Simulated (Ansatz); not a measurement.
Relaxing zinc (hcp)

The calculation used DFT, LDA (PW92), plane waves (420 eV) with PAW, scalar-relativistic (Ansatz 0.2.0). (PAW data from PBE, frozen cores regenerated.)

k-point mesh 13×13×7, Fermi-Dirac smearing 0.1 eV, no spin polarisation. Cell and atoms relax.

Starting structure:

```
Zn
1.0
     2.66480    0.00000    0.00000
    -1.33240    2.30778    0.00000
     0.00000    0.00000    4.94670
Zn
2
Cartesian
  0.0000 1.5385 1.2367
  1.3324 0.7693 3.7100
```

Task: The pressure at the start is -8.9 GPa. By how much does the volume change?

Result: From 15.21 to 13.56 Å³ per atom, -10.9 %. The final cell has a = 2.571 Å, c = 4.736 Å (c/a = 1.842).

Task: How much energy does the relaxation gain?

Result: 51.3 meV per atom.
